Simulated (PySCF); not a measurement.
The numbers below are computed, except where a source is named.
## CH7Si2

The system: CH7Si2, a small molecule (built as: Si site whose three back bonds go to SiH3, CH3, H); neutral, doublet. The structure, one conformer, was relaxed in the gas phase by PBE0-D3(BJ)/def2-SVP. No frequency run checks that it is a minimum.

SMILES: C[SiH][SiH3]

| atom | x (Å) | y (Å) | z (Å) |
| --- | --- | --- | --- |
| Si1 | -0.045 | 0.017 | 0.977 |
| Si2 | -0.372 | 1.664 | -0.642 |
| C3 | 0.706 | -1.586 | 0.320 |
| H4 | -1.281 | -0.255 | 1.782 |
| H5 | 0.935 | 1.950 | -1.313 |
| H6 | -0.866 | 2.919 | 0.003 |
| H7 | -1.354 | 1.265 | -1.704 |
| H8 | -0.020 | -2.130 | -0.307 |
| H9 | 1.002 | -2.247 | 1.148 |
| H10 | 1.598 | -1.376 | -0.289 |

EPR values by unrestricted B3LYP, IGLO-III on C Si, pcH-1 on H.

(1) Predict g and the largest hyperfine couplings. Where does the spin sit?

(2) How do the isotropic couplings move with BHandHLYP?

Results:

(1) g = 2.0020, 2.0041, 2.0058. The spin sits on Si1 (94 %, bonded to 1 C + 1 Si + 1 H) by Mulliken populations.
```tsv
atom	isotope	isotropic (MHz)	dipolar, principal values (MHz)
Si1	29Si	-406.6	-165.9, 82.8, 83.1
H7	1H	74.0	-2.3, -0.2, 2.6
H8	1H	67.4	-3.8, 0.4, 3.4
Si2	29Si	-31.9	-9.0, 2.7, 6.3
H4	1H	19.5	-9.7, 1.2, 8.5
H9	1H	13.0	-3.8, -2.5, 6.3
```

(2) Si1 -406.6 to -439.5 MHz, H7 74.0 to 71.1 MHz, H8 67.4 to 65.7 MHz, Si2 -31.9 to -32.1 MHz.
